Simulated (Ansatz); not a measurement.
**Worked example: correlation energy of Si2H2 (H-bridged), triplet**

Geometry: that of the Si2H2 (H-bridged), singlet, kept fixed. The singlet lies 2.4 eV lower here.

```xyz
4

Si    0.0000    0.0641    1.0054
Si    0.0000   -0.0046   -1.0948
H     0.0000   -0.3818    2.4302
H     0.0000   -1.2748    0.0623
```

Basis 6-31G; Ansatz 0.2.0. Correlated methods freeze the noble-gas cores, which leaves 10 electrons in 20 orbitals. Prefix R: restricted or restricted open-shell reference; prefix U: unrestricted.

Full CI is exact within this basis and frozen core; it isn't the basis-set limit. The frozen core follows each run's orbitals, which can shift R against U totals by a few meV.

Runs differ by some tens of microhartree through their thresholds and, for an open shell, their frozen cores, so steps under 0.1 kcal/mol mean nothing.

```csv
level,total energy (hartree)
UHF,-578.754580
UMP2,-578.829291
UCCSD,-578.857266
UCCSD(T),-578.860185
UCCSDT,-578.861572
UCCSDT(Q),-578.861782
UCCSDTQ,-578.861850
full CI,-578.861854
```

Task: What is the correlation energy at full CI, and what share of it do UMP2 and UCCSDT recover?

Result: E(corr) = -578.861854 − (-578.754580) = -0.107274 hartree = -2.919 eV. UMP2: -0.074711 / -0.107274 = 69.65 %. UCCSDT: -0.106992 / -0.107274 = 99.74 %.

Task: By how many kcal/mol does UCCSD(T) miss full CI (1 hartree = 627.509 kcal/mol), and which steps make up the rest?

Result: -578.860185 − (-578.861854) = 0.001669 hartree = 1.05 kcal/mol. Steps: UCCSDT − UCCSD(T) = -0.87, UCCSDT(Q) − UCCSDT = -0.13, UCCSDTQ − UCCSDT(Q) = -0.04, full CI − UCCSDTQ = 0.00 kcal/mol. Differences between like states or geometries often cancel part of this.
